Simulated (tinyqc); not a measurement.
Extended Hueckel theory, for H2O-, step by step. The parameters take no account of the charge, which enters only through the electron count, and nothing here shows that the anion is bound. One step of it, computed by the program tinyqc.

Task: Wolfsberg-Helmholz matrix. H_ij = K' S_ij (H_ii + H_jj)/2 for i != j (the diagonal keeps H_ii), with K' = K + D^2 + D^4 (1 - K), D = (H_ii - H_jj)/(H_ii + H_jj), K = 1.75.

overlap S:
```
           1O 2s    1O 2px     1O 2py    1O 2pz     2H 1s      3H 1s
1O 2s   1.000000  0.000000   0.000000  0.000000  0.505357   0.501331
1O 2px  0.000000  1.000000   0.000000  0.000000  0.000000   0.000000
1O 2py  0.000000  0.000000   1.000000  0.000000  0.337674  -0.336177
1O 2pz  0.000000  0.000000   0.000000  1.000000  0.244265   0.242897
2H 1s   0.505357  0.000000   0.337674  0.244265  1.000000   0.249118
3H 1s   0.501331  0.000000  -0.336177  0.242897  0.249118   1.000000
```

diagonal H_ii (eV): 1O 2s -32.300000, 1O 2px -14.800000, 1O 2py -14.800000, 1O 2pz -14.800000, 2H 1s -13.600000, 3H 1s -13.600000

K = 1.750000

Give: H.

Result:

H (eV):
```
           1O 2s    1O 2px    1O 2py    1O 2pz     2H 1s     3H 1s
1O 2s   -32.3000    0.0000    0.0000    0.0000  -21.9818  -21.8067
1O 2px    0.0000  -14.8000    0.0000    0.0000    0.0000    0.0000
1O 2py    0.0000    0.0000  -14.8000    0.0000   -8.3997    8.3625
1O 2pz    0.0000    0.0000    0.0000  -14.8000   -6.0762   -6.0421
2H 1s   -21.9818    0.0000   -8.3997   -6.0762  -13.6000   -5.9290
3H 1s   -21.8067    0.0000    8.3625   -6.0421   -5.9290  -13.6000
```
